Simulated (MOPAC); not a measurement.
MOPAC input (PM7):

```
PM7 FORCE THERMO(298,298) PRECISE LET UHF MS=0.5 GEO-OK AUX(PRECISION=9) THREADS=1
CHF2

C     0.13558047 1    0.00097181 1    0.48488359 1
F    -0.07030301 1    1.05848276 1   -0.24971824 1
F    -0.11524140 1   -1.05837643 1   -0.23289825 1
H     0.81652078 1   -0.00683090 1    1.32190314 1
```

Task: Which zero-point energy does it print?

Result: 11.23 kcal/mol, from the harmonic wavenumbers of PM7.
